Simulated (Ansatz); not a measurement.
# BeNa+ (triplet): from Hartree-Fock to the top rungs, def2-QZVPP

The task here is to estimate one member of a computed series from the others.

Method: def2-QZVPP, core rule «outside noble gas», up to 6 orbitals frozen; program: Ansatz 0.2.0, Gaussian basis.

Plan: UHF; ROHF; CCSD(T) on UHF.

## The system

The geometry is a PBE0/def2-TZVP stationary point (not a proven minimum) of the parent state, kept for this charge and spin.

2 atoms, charge 1, spin multiplicity 3.

Atoms are counted from 1 here; the program's logs count them from 0.

No contacts short enough for the rule that draws bonds.

Geometry (Å):

```xyz
2

Be    0.0000    0.0000    0.0000
Na    0.0000    0.0000    2.9036
```

The first run:

Input file in.yaml:

```yaml
crystal:
  periodic: [false, false, false]
  atoms:
    - {symbol: Be, position_ang: [0.000000, 0.000000, 0.000000]}
    - {symbol: Na, position_ang: [0.000000, 0.000000, 2.903600]}
basis:
  gaussian: {orbitals: "def2-QZVPP.json"}
total_charge: 1
magnetization: {spin_polarized: true, initial_magnetization: 2}
hamiltonian: {xc: hf}
output: {orbitals: {seedname: orbitals}}
```

Run with:

```console
ansatz run in.yaml --threads 1 --pin off --events-out ev --progress --plain --max-ram 2393MiB
```

Among the steps run: UHF; ROHF; CCSD(T) on UHF.

One table of the session follows, with a row left open; its other results are not shown here.

```
  method  from UCCSD(T) (kcal/mol)
    ROHF                     +2.82
     UHF                     +2.78
    UMP2                         ?
   UCCSD                      0.00
UCCSD(T)                         0
```

Estimate the missing values for UMP2.

As computed: from UCCSD(T) (kcal/mol): +1.20. In the column «from UCCSD(T) (kcal/mol)» it lies between UCCSD(T) (0) and UHF (+2.78).
